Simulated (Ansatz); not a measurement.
System: A-type hexagonal La₂O₃. Method: PBE-D3(BJ) (Ansatz, an electronic-structure program, plane waves, PAW).

Run with plane-wave cutoff 520 eV, 12×12×6 k mesh (along the axes of the cell as run), Fermi–Dirac smearing 0.01 eV, scalar-relativistic PAW data made under PBE.

The cell is scaled about its equilibrium volume:

Shape and atoms are relaxed at each volume.

```
V (Å³/atom)  P (GPa)  direct gap at Γ (eV)  smallest gap on the k mesh (eV)  c (Å)
-----------  -------  --------------------  -------------------------------  -----
15.606          4.96                 4.631                            3.873  5.939
15.931          2.37                 4.532                            3.866  6.021
16.256          0.00                 4.435                            3.851  6.099
16.581         -2.15                 4.338                            3.836  6.176
16.906         -4.11                 4.242                            3.819  6.248
```

The fundamental gap (3.85 eV at the equilibrium volume, with added k points) lies elsewhere than Γ–Γ.

Note: the bulk modulus comes from volumes at which shape and atoms were relaxed.

Spin–orbit coupling is not included.
